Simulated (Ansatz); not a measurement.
CH3LiS, SMILES `[Li][S]C`, relaxed with RKS PBE0-D4/def2-TZVP in the Gaussian-basis code of Ansatz from a PBE-D4/def2-SVP geometry. The force threshold is 0.005 eV/Å; the program also tests the step.

Total charge 0; spin multiplicity 1.

Start:

```xyz
6

Li    2.096   -1.259    0.932
S     1.245    0.044   -0.542
C    -0.542    0.258   -0.149
H    -0.710    0.653    0.875
H    -0.976    0.990   -0.860
H    -1.113   -0.687   -0.256
```

(1) How much energy does the relaxation release, and in how many steps? (Estimate.)

(2) Which bonds change most? (Estimate.)

(3) Give the relaxed structure. (An estimate is asked.)

Results:

(1) Computed: 2.10 kJ/mol, in 4 steps.

(2) Ansatz gave: S2–C3 from 1.843 to 1.823 Å; C3–H4 from 1.110 to 1.092 Å; C3–H6 from 1.110 to 1.092 Å; C3–H5 from 1.109 to 1.091 Å.

(3) Ansatz gave: 
```xyz
6

Li    2.085   -1.257    0.923
S     1.225    0.049   -0.530
C    -0.545    0.259   -0.148
H    -0.703    0.650    0.859
H    -0.968    0.976   -0.853
H    -1.095   -0.677   -0.252
```
